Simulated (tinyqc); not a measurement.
Worked calculation (part 2 of 2): UHF in the sto-3g basis, for H2O, spin multiplicity 1. Computed by tinyqc, a small Python program that keeps every step (integrals from PySCF). Command: `OMP_NUM_THREADS=1 python tinyqc.py 21018 21019 out.jsonl` (the two numbers bound the seeds that draw the settings). One thread of a shared host (Intel(R) Xeon(R) Processor @ 2.60GHz), about 0.2 s of CPU time with the checks.

Geometry (angstrom):
```
atom         x          y         z
O     0.000000   0.000000  0.000000
H     0.000000   0.806000  0.611000
H     0.000000  -0.806000  0.611000
```

## Iteration 2: DIIS over 2 matrices

error matrix X^T (FDS - SDF) X (alpha):
```
           1          2          3          4          5         6          7
1   0.000000   0.000000   0.076702   0.000000   0.031653  0.000000  -0.037429
2   0.000000   0.000000   0.000000  -0.099229   0.000000  0.047813   0.000000
3  -0.076702   0.000000   0.000000   0.000000   0.006090  0.000000   0.003793
4   0.000000   0.099229   0.000000   0.000000   0.000000  0.016912   0.000000
5  -0.031653   0.000000  -0.006090   0.000000   0.000000  0.000000   0.004537
6   0.000000  -0.047813   0.000000  -0.016912   0.000000  0.000000   0.000000
7   0.037429   0.000000  -0.003793   0.000000  -0.004537  0.000000   0.000000
```

B (overlaps of the stored error matrices):
```
               1              2
1  8.3404464e-01  2.0071354e-01
2  2.0071354e-01  8.3106329e-02
```

Minimise |sum c_i e_i|^2 with sum c_i = 1: solve [B -1; -1 0][c; lambda] = [0; -1] with B_ij = tr e_i^T e_j summed over both spins, and take F = sum c_i F_i.

DIIS coefficients: -0.228043  1.228043

extrapolated F(alpha) (hartree), lower triangle:
```
             1O 1s      1O 2s     1O 2px     1O 2py     1O 2pz      2H 1s      3H 1s
1O 1s   -20.248062
1O 2s    -5.165515  -2.421775
1O 2px    0.000000   0.000000  -0.367125
1O 2py    0.000000   0.000000   0.111578  -0.291600
1O 2pz   -0.030063  -0.099632   0.000000   0.000000  -0.350854
2H 1s    -1.052589  -0.940945  -0.016958  -0.388316  -0.343904  -0.517894
3H 1s    -1.052589  -0.940945   0.016958   0.388316  -0.343904  -0.326657  -0.517894
```

extrapolated F(beta) (hartree), lower triangle:
```
             1O 1s      1O 2s     1O 2px     1O 2py     1O 2pz      2H 1s      3H 1s
1O 1s   -20.248062
1O 2s    -5.165515  -2.421775
1O 2px    0.000000   0.000000  -0.367125
1O 2py    0.000000   0.000000  -0.111578  -0.291600
1O 2pz   -0.030063  -0.099632   0.000000   0.000000  -0.350854
2H 1s    -1.052589  -0.940945   0.016958  -0.388316  -0.343904  -0.517894
3H 1s    -1.052589  -0.940945  -0.016958   0.388316  -0.343904  -0.326657  -0.517894
```

## Iteration 2: diagonalisation and new density

X:
```
                1          2          3         4          5          6         7
1O 1s   -0.320208   0.000000   0.749209  0.000000  -0.616177   0.000000  0.160689
1O 2s    1.126358   0.000000  -0.292959  0.000000  -0.299459   0.000000  0.431630
1O 2px   0.000000   0.000000   0.000000  1.000000   0.000000   0.000000  0.000000
1O 2py   0.000000   0.907021   0.000000  0.000000   0.000000   0.686611  0.000000
1O 2pz   0.515949   0.000000   0.653425  0.000000   0.639244   0.000000  0.198957
2H 1s   -0.710312  -0.828478  -0.163833  0.000000   0.133620   0.375852  0.378262
3H 1s   -0.710312   0.828478  -0.163833  0.000000   0.133620  -0.375852  0.378262
```

Diagonalise F' = X^T F X, C = X C', fill 5 alpha and 5 beta electrons from the bottom; D(s) = C_occ C_occ^T. Each column has its largest component positive (the first on a tie).

F' = X^T F X (alpha) (hartree), lower triangle:
```
           1         2          3          4          5          6          7
1   0.083809
2   0.000000  0.664780
3   1.777533  0.000000  -9.008846
4   0.000000  0.129303   0.000000  -0.367125
5  -1.334428  0.000000   8.857768   0.000000  -9.543060
6   0.000000  0.114520   0.000000   0.063863   0.000000  -0.592343
7   0.249594  0.000000  -3.876693   0.000000   4.154781   0.000000  -2.939106
```

orbital energies (alpha) (hartree): MO1 -20.256701, MO2 -1.239587, MO3 -0.614275, MO4 -0.459178, MO5 -0.372656, MO6 0.548263, MO7 0.692244

coefficients C (alpha):
```
              MO1        MO2        MO3        MO4        MO5        MO6        MO7
1O 1s    0.994249  -0.233285   0.000000   0.097472   0.000000  -0.129953   0.000000
1O 2s    0.025527   0.842879   0.000000  -0.498235   0.000000   0.819239   0.000000
1O 2px   0.000000   0.000000  -0.217532   0.000000   0.967858   0.000000   0.126217
1O 2py   0.000000   0.000000   0.609530   0.000000   0.011745   0.000000   0.960446
1O 2pz   0.003933   0.110046   0.000000   0.788120   0.000000   0.712830   0.000000
2H 1s   -0.005416   0.163265   0.420053   0.274998   0.196479  -0.768122  -0.782683
3H 1s   -0.005416   0.163265  -0.420053   0.274998  -0.196479  -0.768122   0.782683
```

F' = X^T F X (beta) (hartree), lower triangle:
```
           1          2          3          4          5          6          7
1   0.083809
2   0.000000   0.664780
3   1.777533   0.000000  -9.008846
4   0.000000  -0.129303   0.000000  -0.367125
5  -1.334428   0.000000   8.857768   0.000000  -9.543060
6   0.000000   0.114520   0.000000  -0.063863   0.000000  -0.592343
7   0.249594   0.000000  -3.876693   0.000000   4.154781   0.000000  -2.939106
```

orbital energies (beta) (hartree): MO1 -20.256701, MO2 -1.239587, MO3 -0.614275, MO4 -0.459178, MO5 -0.372656, MO6 0.548263, MO7 0.692244

coefficients C (beta):
```
              MO1        MO2        MO3        MO4        MO5        MO6        MO7
1O 1s    0.994249  -0.233285   0.000000   0.097472   0.000000  -0.129953   0.000000
1O 2s    0.025527   0.842879   0.000000  -0.498235   0.000000   0.819239   0.000000
1O 2px   0.000000   0.000000   0.217532   0.000000   0.967858   0.000000  -0.126217
1O 2py   0.000000   0.000000   0.609530   0.000000  -0.011745   0.000000   0.960446
1O 2pz   0.003933   0.110046   0.000000   0.788120   0.000000   0.712830   0.000000
2H 1s   -0.005416   0.163265   0.420053   0.274998  -0.196479  -0.768122  -0.782683
3H 1s   -0.005416   0.163265  -0.420053   0.274998   0.196479  -0.768122   0.782683
```

D(alpha) after iteration 2, lower triangle:
```
            1O 1s      1O 2s     1O 2px     1O 2py    1O 2pz      2H 1s     3H 1s
1O 1s    1.052454
1O 2s   -0.219815   0.959336
1O 2px   0.000000   0.000000   0.984069
1O 2py   0.000000   0.000000  -0.121225   0.371665
1O 2pz   0.055058  -0.299813   0.000000   0.000000  0.633258
2H 1s   -0.016668   0.000461   0.098788   0.258342  0.234677   0.317357
3H 1s   -0.016668   0.000461  -0.098788  -0.258342  0.234677  -0.112739  0.317357
```

D(beta) after iteration 2, lower triangle:
```
            1O 1s      1O 2s     1O 2px     1O 2py    1O 2pz      2H 1s     3H 1s
1O 1s    1.052454
1O 2s   -0.219815   0.959336
1O 2px   0.000000   0.000000   0.984069
1O 2py   0.000000   0.000000   0.121225   0.371665
1O 2pz   0.055058  -0.299813   0.000000   0.000000  0.633258
2H 1s   -0.016668   0.000461  -0.098788   0.258342  0.234677   0.317357
3H 1s   -0.016668   0.000461   0.098788  -0.258342  0.234677  -0.112739  0.317357
```

## Iteration 8 (converged): orbitals

converged F(alpha) (hartree), lower triangle:
```
             1O 1s      1O 2s     1O 2px     1O 2py     1O 2pz      2H 1s      3H 1s
1O 1s   -20.238593
1O 2s    -5.162680  -2.428847
1O 2px    0.000000   0.000000  -0.387608
1O 2py    0.000000   0.000000   0.000000  -0.282746
1O 2pz   -0.027826  -0.103297   0.000000   0.000000  -0.318824
2H 1s    -1.051832  -0.933278   0.000000  -0.384687  -0.346283  -0.509350
3H 1s    -1.051832  -0.933278   0.000000   0.384687  -0.346283  -0.327220  -0.509350
```

converged F(beta) (hartree), lower triangle:
```
             1O 1s      1O 2s     1O 2px     1O 2py     1O 2pz      2H 1s      3H 1s
1O 1s   -20.238593
1O 2s    -5.162680  -2.428847
1O 2px    0.000000   0.000000  -0.387608
1O 2py    0.000000   0.000000   0.000000  -0.282746
1O 2pz   -0.027826  -0.103297   0.000000   0.000000  -0.318824
2H 1s    -1.051832  -0.933278   0.000000  -0.384687  -0.346283  -0.509350
3H 1s    -1.051832  -0.933278   0.000000   0.384687  -0.346283  -0.327220  -0.509350
```

As before.

F' = X^T F X (alpha) (hartree), lower triangle:
```
           1         2          3          4          5          6          7
1   0.064985
2   0.000000  0.673658
3   1.793409  0.000000  -8.985565
4   0.000000  0.000000   0.000000  -0.387608
5  -1.318063  0.000000   8.867795   0.000000  -9.528327
6   0.000000  0.112708   0.000000   0.000000   0.000000  -0.581849
7   0.244414  0.000000  -3.874368   0.000000   4.155460   0.000000  -2.932245
```

orbital energies (alpha) (hartree): MO1 -20.247204, MO2 -1.241439, MO3 -0.591887, MO4 -0.443707, MO5 -0.387608, MO6 0.551196, MO7 0.683696

coefficients C (alpha):
```
              MO1        MO2        MO3        MO4        MO5        MO6        MO7
1O 1s    0.994252  -0.235118   0.000000   0.099356   0.000000  -0.125109   0.000000
1O 2s    0.025512   0.853769   0.000000  -0.514353   0.000000   0.797720   0.000000
1O 2px   0.000000   0.000000  -0.000001   0.000000   1.000000   0.000000   0.000000
1O 2py   0.000000   0.000000   0.603444   0.000000   0.000000   0.000000   0.964353
1O 2pz   0.003815   0.110515   0.000000   0.768818   0.000000   0.733537   0.000000
2H 1s   -0.005407   0.154415   0.447863   0.297486   0.000001  -0.761544  -0.791871
3H 1s   -0.005407   0.154415  -0.447863   0.297486  -0.000001  -0.761544   0.791871
```

F' = X^T F X (beta) (hartree), lower triangle:
```
           1         2          3          4          5          6          7
1   0.064985
2   0.000000  0.673658
3   1.793409  0.000000  -8.985565
4   0.000000  0.000000   0.000000  -0.387608
5  -1.318063  0.000000   8.867795   0.000000  -9.528327
6   0.000000  0.112708   0.000000   0.000000   0.000000  -0.581849
7   0.244414  0.000000  -3.874368   0.000000   4.155460   0.000000  -2.932245
```

orbital energies (beta) (hartree): MO1 -20.247204, MO2 -1.241439, MO3 -0.591887, MO4 -0.443707, MO5 -0.387608, MO6 0.551196, MO7 0.683696

coefficients C (beta):
```
              MO1        MO2        MO3        MO4        MO5        MO6        MO7
1O 1s    0.994252  -0.235118   0.000000   0.099356   0.000000  -0.125109   0.000000
1O 2s    0.025512   0.853769   0.000000  -0.514353   0.000000   0.797720   0.000000
1O 2px   0.000000   0.000000   0.000001   0.000000   1.000000   0.000000   0.000000
1O 2py   0.000000   0.000000   0.603444   0.000000   0.000000   0.000000   0.964353
1O 2pz   0.003815   0.110515   0.000000   0.768818   0.000000   0.733537   0.000000
2H 1s   -0.005407   0.154415   0.447863   0.297486  -0.000001  -0.761544  -0.791871
3H 1s   -0.005407   0.154415  -0.447863   0.297486   0.000001  -0.761544   0.791871
```

D(alpha) after iteration 8, lower triangle:
```
            1O 1s      1O 2s    1O 2px     1O 2py    1O 2pz      2H 1s     3H 1s
1O 1s    1.053689
1O 2s   -0.226475   0.994131
1O 2px   0.000000   0.000000  1.000000
1O 2py   0.000000   0.000000  0.000000   0.364145
1O 2pz   0.054196  -0.300992  0.000000   0.000000  0.603309
2H 1s   -0.012125  -0.021316  0.000000   0.270260  0.245757   0.312952
3H 1s   -0.012125  -0.021316  0.000000  -0.270260  0.245757  -0.088210  0.312952
```

D(beta) after iteration 8, lower triangle:
```
            1O 1s      1O 2s    1O 2px     1O 2py    1O 2pz      2H 1s     3H 1s
1O 1s    1.053689
1O 2s   -0.226475   0.994131
1O 2px   0.000000   0.000000  1.000000
1O 2py   0.000000   0.000000  0.000000   0.364145
1O 2pz   0.054196  -0.300992  0.000000   0.000000  0.603309
2H 1s   -0.012125  -0.021316  0.000000   0.270260  0.245757   0.312952
3H 1s   -0.012125  -0.021316  0.000000  -0.270260  0.245757  -0.088210  0.312952
```

## Convergence

Stop when the energy changes by less than 1e-08 hartree and every element of the error matrix X^T (F D S - S D F) X (for each spin) is below 3e-05.

Course of the cycle:
```
iteration   E (hartree)     change  largest element of the error matrix
1          -74.52674131          -                             3.35e-01
2          -74.89088696  -3.64e-01                             9.92e-02
3          -74.94850236  -5.76e-02                             5.35e-02
4          -74.96138645  -1.29e-02                             1.92e-02
5          -74.96316753  -1.78e-03                             1.79e-03
6          -74.96318866  -2.11e-05                             5.04e-04
7          -74.96319062  -1.96e-06                             3.41e-05
8          -74.96319062  -9.97e-09                             1.08e-06
```

PySCF UHF in the same basis, after a stability check = -74.96319062 hartree

Converged in 8 iterations.

## Populations, bond orders and dipole

overlap S, lower triangle:
```
           1O 1s     1O 2s    1O 2px     1O 2py    1O 2pz     2H 1s     3H 1s
1O 1s   1.000000
1O 2s   0.236704  1.000000
1O 2px  0.000000  0.000000  1.000000
1O 2py  0.000000  0.000000  0.000000   1.000000
1O 2pz  0.000000  0.000000  0.000000   0.000000  1.000000
2H 1s   0.047443  0.439921  0.000000   0.298066  0.225953  1.000000
3H 1s   0.047443  0.439921  0.000000  -0.298066  0.225953  0.218187  1.000000
```

Mulliken: Z minus the diagonal of D S on the atom; Loewdin: the same with S^(1/2) D S^(1/2); Mayer order: 2 sum_s sum (D(s) S)_ij (D(s) S)_ji over the two atoms.

Charges (e):
```
atom   Mulliken    Loewdin  Mulliken spin
1O    -0.320648  -0.226655              0
2H     0.160324   0.113327              0
3H     0.160324   0.113327              0
```

Mayer bond orders:
```
pair     order
2-1   0.962237
3-1   0.962237
3-2   0.012059
```

dipole moment about the origin, x y z (debye): 0.000000  0.000000  1.646989

<S^2> of the determinant (pure state: 0) = 0
